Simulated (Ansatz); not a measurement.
Process, species as SMILES: Cl atom → [Cl-] (an electron is taken up)
B3LYP-D3(BJ)/def2-TZVP geometries, fixed; electronic energies without zero-point terms; positive where energy is released.
Largest species:
```
Cl
```
Charge 0, spin multiplicity 2.

Effect of the final integration grid (spheres per factor e of radius in core and valence, angular degree) at PBE0/def2-TZVPP with Ansatz (a quantum-chemistry and plane-wave program), against the last row, where the adiabatic electron affinity is 3.26 eV. Open shells are unrestricted. The default's grid is 13, 11, 36.

```tsv
setting	largest shift of a total energy (mEh)	shift of the adiabatic electron affinity (eV)
accuracy: medium (default)	0.000	0.000
final_grid: 4, 3, 11	-0.464	0.001
final_grid: 6, 5, 17	0.015	0.000
final_grid: 8, 7, 23	0.000	0.000
final_grid: 10, 9, 29	0.000	0.000
final_grid: 18, 15, 47	0.000	0.000
final_grid: 26, 22, 59	0.000	0.000
```

Within 0.002 eV in the adiabatic electron affinity: accuracy: medium (default); final_grid: 4, 3, 11; final_grid: 6, 5, 17; final_grid: 8, 7, 23; final_grid: 10, 9, 29; final_grid: 18, 15, 47. The largest shift is 0.464 mEh in a total energy and 0.001 eV in the difference.
